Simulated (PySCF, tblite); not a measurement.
## A complex of formaldehyde and acetonitrile

A gas-phase complex of formaldehyde and acetonitrile; neutral, singlet. The structure comes from a short search (6 tight-binding starts) and was relaxed by PBE0-D3(BJ)/def2-SVPD; another way of binding may lie lower. Frequencies by PBE0-D3(BJ)/def2-SVPD show no clear imaginary mode.

```json
{"part": "1", "name": "formaldehyde", "SMILES": "C=O", "atoms": "1–4", "charge": "0", "multiplicity": "1"}
{"part": "2", "name": "acetonitrile", "SMILES": "CC#N", "atoms": "5–10", "charge": "0", "multiplicity": "1"}
```

Coordinates in Å:
```
C1     -0.093   -0.201   -0.297
O2      0.148    0.277    0.779
H3     -0.100   -1.305   -0.450
H4     -0.321    0.436   -1.181
C5      0.159    3.573    1.102
C6     -0.195    3.213   -0.260
N7     -0.476    2.922   -1.343
H8     -0.649    4.157    1.561
H9      1.079    4.173    1.106
H10     0.321    2.654    1.680
```

Contacts between parts, classed by geometry: H4···N7 2.497 Å (C–H hydrogen bond, 129°).

Interaction energies are complex less parts, with the parts frozen as they stand in it; counterpoise-corrected, in kcal/mol (PySCF).

(1) How strongly do the parts interact, level by level?

(2) What holds them together? Decompose the wB97M-D3(BJ)/def2-TZVPD energy: frozen parts, their antisymmetrised product, then relaxation.

The parts were also relaxed and run alone, at the levels used for the complex: shieldings by PBE0/pcSseg-2; core levels by delta-SCF with SCAN, pcX-2 on the ionised atom and pcseg-1 elsewhere, spin-free X2C.

Values alone: C1–H4 bond (Å): 1.116; shielding of H4 (ppm): 21.24; shielding of N7 (ppm): -38.2; shielding of C1 (ppm): -20.4; O2 1s core level (eV): 539.29; N7 1s core level (eV): 405.35.

(3) How do these values change when the complex forms?

(4) What are the binding energy from relaxed parts (wB97M-D3(BJ)/def2-TZVPD), and ΔH and ΔG of association at 298.15 K and 1 atm?

## Answers

(1) 
```csv
level,interaction,superposition error removed
wB97M-D3(BJ)/def2-TZVPD,-4.82,-0.07
PBE0-D3(BJ)/def2-TZVPD,-4.75,-0.06
RI-MP2/def2-TZVPD,-4.27,-0.57
```

(2) electrostatic -5.9, Pauli repulsion +4.1, orbital relaxation -1.6, dispersion correction -1.5 kcal/mol, which sum to the value before the counterpoise correction; the Pauli term holds the exchange-correlation of the frozen density too. Of the attraction, 66 % is electrostatic, 18 % is orbital relaxation, 16 % is dispersion correction.

(3) 
| property | alone | in the complex | change |
| --- | --- | --- | --- |
| C1–H4 bond (Å) | 1.116 | 1.113 | -0.003 |
| shielding of H4 (ppm) | 21.24 | 20.90 | -0.34 |
| shielding of N7 (ppm) | -38.2 | -29.9 | +8.2 |
| shielding of C1 (ppm) | -20.4 | -28.9 | -8.5 |
| O2 1s core level (eV) | 539.29 | 539.08 | -0.21 |
| N7 1s core level (eV) | 405.35 | 405.09 | -0.26 |

The core-hole state of N7 is spin-contaminated (⟨S²⟩ 0.81 against 0.75 for a pure doublet), so that value and differences from it are less sure.

(4) -4.77 kcal/mol, -3.78 with zero-point energy; ΔH -3.4 and ΔG +3.8 kcal/mol, from harmonic vibrations by PBE0-D3(BJ)/def2-SVPD with low modes damped.

The 6 runs behind this took 19 min in all, one thread each of Arm Neoverse N1 on a shared host, launched as `OMP_NUM_THREADS=1 python cluster_run.py task.json out`.
